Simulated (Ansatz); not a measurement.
```yaml
crystal:
  periodic: [false, false, false]
  atoms:
    - {symbol: F, position_ang: [0.194558, -1.832421, 0.561913]}
    - {symbol: C, position_ang: [0.579359, -0.853535, -0.261705]}
    - {symbol: F, position_ang: [1.848112, -0.556479, 0.031658]}
    - {symbol: F, position_ang: [0.560562, -1.346913, -1.507889]}
    - {symbol: C, position_ang: [-0.324500, 0.351403, -0.178062]}
    - {symbol: S, position_ang: [-0.326901, 1.039072, 1.498976]}
    - {symbol: H, position_ang: [-1.323903, 0.026084, -0.467034]}
    - {symbol: H, position_ang: [0.044720, 1.082478, -0.897219]}
    - {symbol: H, position_ang: [-1.163506, 2.044112, 1.202260]}
basis:
  gaussian: {orbitals: pcseg-2}
total_charge: -1
magnetization: {spin_polarized: true, initial_magnetization: 1}
hamiltonian: {xc: {name: HF}}
correlation: {method: mp2}
output: {forces: true}
```

```sh
$ ansatz run in.yaml --threads 4 --pin off --events-out ev --progress --plain --max-ram 10444MiB
```

Output, abridged:

```
Functional definition: HF
1374 factors; integrals over basis functions are off by at most 7.4e-4 eV
mean field evaluation 1: about -21040.8325 eV, gradient 3.2e1 eV
mean field evaluation 2: about -21040.8796 eV, gradient 3.2e1 eV
mean field evaluation 4: about -21045.6156 eV, gradient 3.2e0 eV
mean field evaluation 8: about -21045.7350 eV, gradient 3.5e-1 eV
mean field evaluation 16: about -21045.7493 eV, gradient 1.5e-6 eV
a density is far from that of the atoms, so the factors are made again for it
1408 factors; integrals over basis functions are off by at most 7.2e-4 eV
mean field -21045.74956923 eV, -773.4170313477 hartree, gradient 2.9e-6 eV, S^2 0.753306; 6 other end points of the search recorded, 0 dependent functions left out
10 core orbitals not correlated: weight in the atoms' cores, before any rotation towards them, 1.000 or more for the frozen orbitals, at most 0.000 for the correlated occupied ones
reference -21045.74956923 eV, -773.4170313477 hartree; 20, 19 occupied and 196, 197 virtual orbitals, 1408 factors
second order -33.66759728 eV of doubles, -0.00000000 eV of singles
Total energy: -21079.41716651 eV, -774.6542927271 hartree
Atom 0 at     0.194558    -1.832421     0.561913 Å, force     0.049512    -0.648238     0.083344 eV/Å
Atom 1 at     0.579359    -0.853535    -0.261705 Å, force    -0.856600     1.295030     0.455987 eV/Å
Atom 2 at     1.848112    -0.556479     0.031658 Å, force     0.603243    -0.205842    -0.093052 eV/Å
Atom 3 at     0.560562    -1.346913    -1.507889 Å, force     0.180440    -0.414615    -0.434839 eV/Å
Atom 4 at    -0.324500     0.351403    -0.178062 Å, force     0.227924    -0.094499     0.549970 eV/Å
Atom 5 at    -0.326901     1.039072     1.498976 Å, force     1.199753    -1.359357     0.647034 eV/Å
Atom 6 at    -1.323903     0.026084    -0.467034 Å, force    -0.275840     0.079955    -0.117170 eV/Å
Atom 7 at     0.044720     1.082478    -0.897219 Å, force    -0.061503     0.265757    -0.199799 eV/Å
Atom 8 at    -1.163506     2.044112     1.202260 Å, force    -1.066929     1.081808    -0.891475 eV/Å
Dipole moment:     0.736926    -1.013163    -0.086952 e Å
```

Run time 28 s (4 threads of an AMD EPYC 7B13 on a shared host); peak host memory 1 GiB.
